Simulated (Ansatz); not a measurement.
# BH2Cl: two vibrations frozen in

Aim: map the energy of BClH₂, SMILES BCl over two coordinates, and find its wells, ridges and stiffness.

Program: Ansatz 0.2.0. Level of theory: RKS PBE0-D4/def2-TZVP. These are calculated values, not measurements.

## Step 1: Where the work starts

4 atoms, charge 0, spin multiplicity 1.

Atoms are counted from 1 here; the program's logs count them from 0.

Bond lengths: B1–Cl2 1.746 Å, B1–H3 1.212 Å, B1–H4 1.212 Å. Angles: Cl2–B1–H3 118.2°, Cl2–B1–H4 118.2°, H3–B1–H4 123.7°.

Coordinates:

```csv
atom,x (Å),y (Å),z (Å)
B1,-0.1148,0.0211,-0.0743
Cl2,1.3776,-0.3988,0.7281
H3,-1.1224,-0.5701,0.2466
H4,-0.0848,0.8875,-0.9207
```

## Step 4: Setting up the map

The axes are (1) normal mode 3 (995 cm⁻¹): 15 values from −0.406 amu½·Å; (2) normal mode 4 (1218 cm⁻¹): 15 values from −0.332 amu½·Å.

Nothing else is relaxed (straight displacements along the two mass-weighted modes). Energies count from the relaxed molecule at the same level. Points are written as (first, second).

Displacement patterns for an amplitude of 1 (Å):

| atom | x1 | y1 | z1 | x2 | y2 | z2 |
| --- | --- | --- | --- | --- | --- | --- |
| B1 | -0.027 | 0.104 | 0.105 | 0.100 | -0.028 | 0.054 |
| Cl2 | 0.002 | -0.008 | -0.008 | -0.004 | 0.001 | -0.002 |
| H3 | 0.111 | -0.421 | -0.427 | -0.304 | 0.368 | -0.441 |
| H4 | 0.111 | -0.421 | -0.427 | -0.639 | -0.102 | -0.065 |

(The set-up runs are not shown.)

## Step 5: The run at (0.000 amu½·Å, 0.000 amu½·Å)

Contents of input.yaml:

```yaml
crystal:
  periodic: [false, false, false]
  atoms:
    - { symbol: B, position_ang: [-0.116736, 0.02168, -0.075281] }
    - { symbol: Cl, position_ang: [1.364993, -0.395289, 0.721178] }
    - { symbol: H, position_ang: [-1.106203, -0.559526, 0.240437] }
    - { symbol: H, position_ang: [-0.086553, 0.872835, -0.906634] }
basis:
  gaussian: { orbitals: def2-TZVP }
hamiltonian:
  xc: pbe0
  dispersion: d4
output:
  forces: true
```

On the command line:

```
$ ansatz run input.yaml --threads 1 --pin off --max-ram 2560MiB --backend cpu --events-out ev --progress --plain --runs-dir out
```

Further runs follow: the other points that were computed.

Before running it: what results should come out? Wanted: lowest point; highest computed point; dipole moment; largest force on an atom.

The runs gave:

```
                       quantity                                                                                                    value
                   lowest point                                                                 (0.000 amu½·Å, 0.000 amu½·Å), 0.0 kJ/mol
         highest computed point                                              (−0.406 amu½·Å, 0.332 amu½·Å), 64.7 kJ/mol above the lowest
              dipole moment (D)  0.06 at (0.000 amu½·Å, 0.332 amu½·Å) to 0.95 at (0.000 amu½·Å, −0.332 amu½·Å); 0.54 at the lowest point
largest force on an atom (eV/Å)  0.00 at (0.000 amu½·Å, 0.000 amu½·Å) to 4.35 at (−0.406 amu½·Å, 0.332 amu½·Å); 0.00 at the lowest point
        time for the whole task                                                                         4.2 min on 1 thread, shared host
```

The lowest computed point is at (0.000 amu½·Å, 0.000 amu½·Å), which is the relaxed molecule at the same level itself. No other kind of well shows on this grid. The highest computed point, (0.406 amu½·Å, 0.332 amu½·Å), lies 64.7 kJ/mol above the lowest. Round the minimum the two coordinates are nearly uncoupled.
